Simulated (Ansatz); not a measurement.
Reactions of C6H12 (`C/C=C\C(C)C`).

Gas-phase electronic energies from Ansatz, PBE0-D4/def2-TZVP geometries. CCSD(T)/CBS adds triple-zeta CCSD(T) − MP2 to the extrapolated MP2 energy (def2 sets, frozen cores). This one scheme is used for every species. Double bonds are as drawn, so ΔE can hold a change between cis and trans. DFT in def2-TZVPP. Triplets are unrestricted, without spin–orbit coupling. Each species was taken in one conformer, which may not be the lowest.

```
                                      reaction  B2PLYP (eV)  HF/CBS(def2) (eV)
`C/C=C\C(C)C` → `C/C=C\CC` + `[CH2]` (triplet)         4.44               2.99
   `C/C=C\C(C)C` + `C#N` → `C/C=C\C#N` + `CCC`        -0.49              -0.53
                   `C/C=C\C(C)C` → `C=C(CC)CC`         0.01               0.01
         `C/C=C\C(C)C` + H₂ → `C/C=C\CC` + CH₄        -0.74              -0.89
                   `C/C=C\C(C)C` → `CC/C=C\CC`         0.04               0.01
                   `C/C=C\C(C)C` → `CC/C=C/CC`        -0.02              -0.07
`C/C=C\C(C)C` → `C=CC(C)C` + `[CH2]` (triplet)         4.49               3.05
                   `C/C=C\C(C)C` → `C/C=C/CCC`        -0.01              -0.05
                 `C/C=C\C(C)C` → `C/C=C/C(C)C`        -0.03              -0.03
                     `C/C=C\C(C)C` → `C=CCCCC`         0.13               0.10
```

(1) Give the CCSD(T)/CBS values in the same order. (An estimate is asked.)

Largest T1 diagnostic: 0.014, for `C#N`.

Results:

(1) The calculation gave: 4.58, -0.36, -0.01, -0.64, 0.07, 0.02, 4.57, 0.01, -0.03, 0.11 eV.
